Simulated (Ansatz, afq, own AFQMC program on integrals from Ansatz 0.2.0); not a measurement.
## Atomization energy of Si$_{3}$GeNH$_{9}$O, singlet, worked out

```
atom    x (Å)    y (Å)    z (Å)
  Si  -0.9416  -3.0768  -0.3010
   O  -0.6574  -1.4581  -0.0346
  Ge  -1.4509  -0.0265   0.7358
   N  -0.0489   1.1015   0.3080
  Si   1.3539   0.4608  -0.5675
  Si  -0.1092   2.7972   0.7664
   H  -0.9761  -3.3462  -1.7690
   H   0.1469  -3.8862   0.3224
   H  -2.2526  -3.4861   0.2965
   H   2.0789  -0.5891   0.2033
   H   2.2808   1.6273  -0.7377
   H   1.0004  -0.0430  -1.9251
   H  -0.0521   3.6942  -0.4275
   H  -1.4078   3.0171   1.4773
   H   1.0138   3.1630   1.6821
```

Basis def2-SVP. Only valence electrons are correlated. AFQMC by an in-house program on the Cholesky factors that Ansatz 0.2.0 writes for its CCSD(T) run. The CISD trial takes its coefficients from CCSD amplitudes. Released means that phaseless walkers are propagated on without the constraint, phases kept. ± is one standard error of the sampling. No spin–orbit coupling.

Total energies in eV. CBS is CCSD(T) at the limit of def2-TZVPP/QZVPP (MP2 extrapolated, CCSD(T) minus MP2 added); the highest rung of each member is named.

Cautions: inner d shell frozen; no relativity below Rb; no spin-orbit coupling; Si₃GeNH₉O (singlet): the released value is read at 0.90 1/Eh with a noise of 20 meV, more than in the cases checked (meV from the phaseless value at times in 1/Eh: 7 ± 15 at 0.21, -12 ± 15 at 0.42, 21 ± 15 at 0.63, 13 ± 20 at 0.90).

```
            member  count  CCSD(T)/def2-SVP  highest rung in def2-SVP           which  CCSD(T)/CBS
      Si (triplet)     +3        -7859.0718                -7859.0829             FCI   -7862.5673
       O (triplet)     +1        -2036.4313                -2036.4367             FCI   -2041.0257
      Ge (triplet)     +1       -56466.7777               -56466.7864             FCI  -56475.6421
       N (quartet)     +1        -1480.8904                -1480.8953             FCI   -1483.9068
       H (doublet)     +9          -13.5861                  -13.5861             FCI     -13.6059
Si₃GeNH₉O, singlet     -1       -83730.3256      -83730.4039 ± 0.0198  released AFQMC  -83761.4412
```

Work out the best estimate of the atomization energy: the CCSD(T)/CBS difference plus the step from CCSD(T) to the highest rung.

Sums with the counts: CCSD(T)/CBS 50.7116 eV, highest rung 46.7619 eV, CCSD(T)/def2-SVP 46.7359 eV. The step is 46.7619 − 46.7359 = 0.0260 eV, so the best estimate is 50.7116 + (0.0260) = 50.7376 eV = 1170.0 kcal/mol, with sampling noise 0.020 eV. The step is under twice that noise, so its sign is open. The basis set is worth 3.976 eV of it. Zero-point, core-correlation and spin–orbit terms aren't in it. Past Ne the Hartree–Fock part of each CBS total tends to overshoot, since the cores don't follow the formula; that largely cancels in the difference.

Best estimates are given only where the step beyond CCSD(T) is under 0.3 eV and no member's determinant is very poor (T1 over 0.05, or 0.07 for open shells, ⟨S²⟩ too high by 0.3, two states mixed), so the hardest cases are missing from such tables.

Each member of a difference takes its own highest rung, so a best estimate needn't equal the limit plus the step of one row. Released energies are given only where the last usable release times agree within the noise; a slower fall can still hide under it.
